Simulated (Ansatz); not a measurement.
Process, species as SMILES: C#C (C2H2) + 3 [H][H] (H2) → 2 C (CH4)
B3LYP-D3(BJ)/def2-TZVP geometries, fixed; electronic energies without zero-point terms.

The energy of full hydrogenation at MP2 with Ansatz (a quantum-chemistry and plane-wave program), in kcal/mol, split into its Hartree-Fock and correlation parts. Cores are frozen. No added dispersion term, no relativity. Functions are those of the species that has most.

| basis | X | functions | Hartree-Fock | MP2 |
|---|---|---|---|---|
| aug-cc-pVDZ | 2 | 64 | -115.55 | -110.51 |
| aug-cc-pVTZ | 3 | 138 | -111.38 | -106.85 |
| aug-cc-pVQZ | 4 | 264 | -111.06 | -106.15 |

Worked estimate of the basis-set limit from each neighbouring pair, with Hartree-Fock from the larger set and the correlation part extrapolated as X^-3.
Correlation parts: X = 2: 5.04, X = 3: 4.53, X = 4: 4.91.
- (2,3): (27·(4.53) - 8·(5.04))/19 = 4.32; with Hartree-Fock -111.38 the estimate is -107.06 kcal/mol.
- (3,4): (64·(4.91) - 27·(4.53))/37 = 5.19; with Hartree-Fock -111.06 the estimate is -105.87 kcal/mol.
The last two estimates differ by 1.19 kcal/mol; the largest set lies 0.28 from the last. Over the last step Hartree-Fock moves by 0.32 and the correlation part by 0.38.
